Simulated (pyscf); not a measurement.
H₃C–B=NH + H₂ → HB=NH + CH₄, a four-centre exchange (singlet surface; B–C, H–H broken, B–H, C–H formed). Single points on ωB97X-D3(BJ)/def2-SVP structures (PySCF, gas phase). Energies in kcal/mol from the separated reactants.

Small-basis levels: PySCF, no dispersion term, spherical d functions. 

### Question
In single points HF/3-21G puts the saddle at 100.0 kcal/mol and the reaction energy at -4.9 kcal/mol. Should these be trusted to within a few kcal/mol? Compare with ωB97M-D3(BJ)/def2-TZVP.

### Answer
ωB97M-D3(BJ)/def2-TZVP gives ΔE‡ = 63.5 kcal/mol and ΔE = -3.5 kcal/mol. HF/3-21G lies 36.5 kcal/mol over it in the barrier and 1.4 kcal/mol under it in the reaction energy, so on this step it does not hold to within 3.0 kcal/mol. ωB97M-D3(BJ)/def2-TZVP has limits of its own. At the saddle there is also a short B–H contact that neither side keeps. This is the saddle that the search found; another between the same sides may lie lower.
